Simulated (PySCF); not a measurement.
# EPR parameters of [C3H3FO]+

Species: C3H3FO (charge +1 and doublet state).
Z-matrix (Å and degrees, GFN2-xTB geometry), rows numbered from 1:
```
C 
C   1  1.3236
F   2  1.3087  1  126.19
C   2  1.5214  1  120.56  3  -179.98
O   4  1.1666  2  128.73  1    -0.17
H   1  1.0920  2  118.51  3     0.15
H   1  1.0796  2  124.17  3  -179.95
H   4  1.1245  2  106.87  1   179.86
```

The hyperfine couplings belong to this conformer and change with its torsions.

As a line formula: `[CH2+][C](F)C=O` [radical] (charge +1).

Method used: UKS B3LYP, pcH-1 on C F H O, non-relativistic, mean-field spin-orbit, GIAO (PySCF). The structure is a single GFN2-xTB conformer in the gas phase; no vibrational or solvent corrections. GFN2-xTB frequencies show an imaginary mode (163i cm⁻¹), so this geometry is no minimum at that level. The geometry wasn't refined by DFT: couplings that depend on bond lengths, twists or pyramidal angles can differ widely from those at the functional's own minimum, by a factor of two or more for some ions and for spin on atoms past the first row. Stability of the SCF solution: not tested.

```
g1, g2, g3        : 2.00207, 2.00255, 2.00597
g_iso             : 2.00353
Form of g         : close to axial: the two nearest values differ by 12 % of g3 − g1
⟨S²⟩              : 0.7548 (exact 0.7500)
α and β electrons : 19, 18
Basis functions   : 155
```

Hyperfine couplings atom by atom, in MHz; T1 to T3 are the principal values of the dipolar part:

```tsv
atom	isotope	a_iso	T1	T2	T3	Mulliken spin population
C1	13C	35.2	-49.1	-46.5	95.5	0.58
C2	13C	6.5	-31.6	-25.7	57.3	0.30
F3	19F	106.4	-264.9	-262.9	527.8	0.12
C4	13C	-16.4	-10.1	3.6	6.5	-0.08
O5	17O	-7.3	-40.0	19.8	20.2	0.13
H6	1H	-38.2	-21.6	-5.5	27.0	-0.02
H7	1H	-42.0	-22.0	-5.4	27.4	-0.02
H8	1H	0.0	-3.5	-1.2	4.7	0.00
```

The Mulliken spin populations are largest on C1 (+0.58), C2 (+0.30), O5 (+0.13) and F3 (+0.12). The angles at C1 add up to 360.0°, so it is planar.

The SMILES `[CH2+][C](F)C=O` draws the unpaired electron on C2, whose computed spin population is only +0.30.

Axes: g1 is normal to the molecular plane and g2 points within 14° of the C1–H6 bond.

Under fast tumbling the dipolar parts average out, and these isotropic splittings remain: 1 × 19F (F3, I = 1/2, 2 lines) with 3.79 mT, 1 × 1H (H7, I = 1/2, 2 lines) with 1.50 mT and 1 × 1H (H6, I = 1/2, 2 lines) with 1.36 mT.

H6 and H7 aren't averaged: C1 is flat or nearly so (angle sum 360°), and its turn about the short C1–C2 bond (1.32 Å) is taken as slow.

The 13C coupling of C1 (35.2 MHz) shows only in satellite lines or after enrichment, since that isotope makes up about 1.07 % of natural carbon.

The 17O coupling of O5 (-7.3 MHz) shows only in satellite lines or after enrichment, since that isotope makes up about 0.038 % of natural oxygen.

Examples of negative spin density at the nucleus (bohr⁻³): C4 (-0.0146), H7 (-0.0094) and H6 (-0.0085).
